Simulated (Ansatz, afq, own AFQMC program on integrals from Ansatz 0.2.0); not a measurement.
AFQMC on a folder of integrals that Ansatz 0.2.0 wrote.

```yaml
crystal:
  periodic: [false, false, false]
  atoms:
    - {symbol: Hf, position_ang: [0.000000, 0.000000, 0.000000]}
    - {symbol: Ge, position_ang: [0.000000, 0.000000, 1.991000]}
basis:
  gaussian: {orbitals: def2-SVP}
magnetization: {spin_polarized: true, initial_magnetization: 2}
correlation: {method: ccsd_t, electrons: outside_noble_gas, hamiltonian_folder: ham}
```

```sh
$ ansatz run in.yaml --threads 1 --pin off --events-out ev --progress --plain --max-ram 1382MiB
```

Options of the walk:

```
--method free --trial cisd --walkers 60 --time-step 0.03 --max-blocks 80 --target-error 0.00034 --factor-cut 1e-05 --seed 8653 --times 0,0.3,0.6,1.2,1.8,2.4,3.6,4.8,6 --taylor-order 8
```

Times are imaginary, in 1/Eh. The walk had a cap of 1851 s. Filled inner d shells are frozen with the cores. Core potentials past Kr, no spin–orbit coupling.

afq prints:

```
orbitals 46  electrons 5 3  factors 419 of 637
reference energy -2122.31936728 Eh
CCSD correlation -0.15953302 Eh in 13 cycles, weight of the determinant in the CISD state 0.8177
repeat  energy at the last time / Eh  error
    10  -2122.491774  0.001870
    20  -2122.491607  0.002004
    30  -2122.492187  0.001590
    40  -2122.490857  0.001223
    50  -2122.490940  0.001007
    60  -2122.490580  0.000861
    70  -2122.490605  0.000786
    80  -2122.490668  0.000723
time / (1/Eh)  energy / Eh  error  mean overlap
  0.00  -2122.478478  0.000208  1.2207
  0.30  -2122.483300  0.000268  1.2196
  0.60  -2122.485728  0.000322  1.2285
  1.20  -2122.487905  0.000348  1.2448
  1.80  -2122.489003  0.000354  1.2522
  2.40  -2122.489907  0.000443  1.2579
  3.60  -2122.490201  0.000548  1.2951
  4.80  -2122.490764  0.000640  1.3028
  6.00  -2122.490668  0.000723  1.2950
energy -2122.490668 +/- 0.000723 Eh
```

The run passed its tests (error under three times the target), which doesn't prove that it has relaxed.

Against this walk (error 19.7 meV) on the same determinant: CCSD(T) 50.6 meV higher, CCSDT(Q) 21.0 meV lower (within the noise). The error is statistical, and a free projection of finite length keeps a remainder of its start. The determinant has ⟨S²⟩ = 2.21, so the low cluster orders mix in higher spin, and so can this walk. None of these is a sure reference here.

Cautions: remainder of the start not in the error; start is not spin pure; error above the target (19.7 against 9.3 meV); no spin-orbit coupling; no relativity below Rb; outer-core shells of the metal frozen; inner d shell frozen; lower spins were not checked; higher spins were not checked; strong correlation (T1 0.063, weight of the determinant 0.82, largest double 0.07); (T) is large, 6 % of the CCSD correlation; unrestricted determinant spin contaminated (⟨S²⟩ 2.21 against 2.00).

The walk took 7.6 min on 1 thread of Intel(R) Xeon(R) 6975P-C (Granite Rapids), on a shared host. The log's last line is the free-projection energy.

CCSDT and higher add their correlation energy to the determinant of the CCSD(T) run, since their own runs factorise the integrals more tightly (a shift of under 2 meV). A walk keeps the symmetry of its determinant, which the program's search chose and which needn't be the lowest solution, so a lower state of the same spin and another symmetry isn't excluded.
